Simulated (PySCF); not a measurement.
Species: HNO.
SMILES: `N=O`

Level of theory: PBE0/pcSseg-1 in PySCF (dipole) on a GFN2-xTB geometry, gas phase.

Take the most abundant isotopes and a rigid rotor. 

Problem. What are A, B and C (GHz)?

Solution. Ia = 0.85, Ib = 11.93, Ic = 12.77 u·Å²; 505379 MHz·u·Å²/I gives 595599, 42376 and 39561 MHz, that is A = 595.60, B = 42.376, C = 39.561 GHz.

Problem. Classify the top.

Solution. A near-prolate asymmetric top. Ray's parameter κ = (2B − A − C)/(A − C) = -0.990; −1 is the prolate and +1 the oblate limit.

Problem. List the rotational levels J(Ka,Kc) to J = 4 (K).

Solution. Above 0(0,0), as E/k:
J = 1: 1(0,1) 3.932, 1(1,1) 30.483, 1(1,0) 30.618
J = 2: 2(0,2) 11.797, 2(1,2) 38.212, 2(1,1) 38.618, 2(2,1) 118.269, 2(2,0) 118.270
J = 3: 3(0,3) 23.592, 3(1,3) 49.807, 3(1,2) 50.617, 3(2,2) 130.066, 3(2,1) 130.069, 3(3,1) 263.157, 3(3,0) 263.157
J = 4: 4(0,4) 39.316, 4(1,4) 65.265, 4(1,3) 66.616, 4(2,3) 145.795, 4(2,2) 145.803, 4(3,2) 278.887, 4(3,1) 278.887, 4(4,1) 465.213, 4(4,0) 465.213
Those of J = 1 are B + C, A + C and A + B.

Problem. Predict some low-J microwave lines.

Solution. The dipole components are |μa| = 1.22 D, |μb| = 1.41 D, |μc| = 0.00 D; the mirror of this Cs structure is the ab plane, so μc vanishes by symmetry and there are no c-type lines. The squared components, which scale the intensities, stand as 0.74 : 1.00 (a : b). Some lines, for components of 0.1 D or more:

```csv
type,branch,"J(Ka,Kc)",MHz,lower level (cm⁻¹)
a,Q,"1(1,0) ← 1(1,1)",2815,21.187
a,Q,"2(1,1) ← 2(1,2)",8444,26.559
a,Q,"3(1,2) ← 3(1,3)",16888,34.617
a,R,"1(0,1) ← 0(0,0)",81937,0.000
a,R,"2(1,2) ← 1(1,1)",161059,21.187
a,R,"2(0,2) ← 1(0,1)",163863,2.733
a,R,"2(1,1) ← 1(1,0)",166689,21.281
a,R,"3(2,2) ← 2(2,1)",245811,82.201
a,R,"3(2,1) ← 2(2,0)",245854,82.202
a,R,"3(1,2) ← 2(1,1)",250026,26.841
b,Q,"1(1,0) ← 1(0,1)",556038,2.733
b,Q,"2(1,1) ← 2(0,2)",558863,8.199
b,Q,"3(1,2) ← 3(0,3)",563121,16.397
b,R,"1(1,1) ← 0(0,0)",635160,0.000
b,R,"2(1,2) ← 1(0,1)",714282,2.733
b,R,"3(1,3) ← 2(0,2)",792001,8.199
b,Q,"3(2,1) ← 3(1,2)",1655507,35.181
b,Q,"2(2,0) ← 2(1,1)",1659680,26.841
b,Q,"2(2,1) ← 2(1,2)",1668113,26.559
b,Q,"3(2,2) ← 3(1,3)",1672342,34.617
b,R,"2(2,1) ← 1(1,0)",1826358,21.281
b,R,"3(2,2) ← 2(1,1)",1905480,26.841
b,R,"3(2,1) ← 2(1,2)",1913978,26.559
b,Q,"3(3,0) ← 3(2,1)",2773105,90.402
b,Q,"3(3,1) ← 3(2,2)",2773158,90.401
b,R,"3(3,1) ← 2(2,0)",3018959,82.202
```

Problem. Estimate the classical rotational partition function at 200 K and 500 K.

Solution. Point group Cs, symmetry number σ = 1; q = (√π/σ)·√((kT/h)³/(ABC)), k/h = 20836.6 MHz/K: 477 at 200 K, 1890 at 500 K.

No frequency check. Constants of a rigid frame at the computed geometry: no zero-point averaging, no centrifugal distortion. Quadrupole hyperfine structure (14N) is left out.

Hardware: one thread, Arm Neoverse V1, shared host. Cost: 1.6 s of wall time. This is the PBE0/pcSseg-1 job that gave the dipole, with the shieldings it also computed.
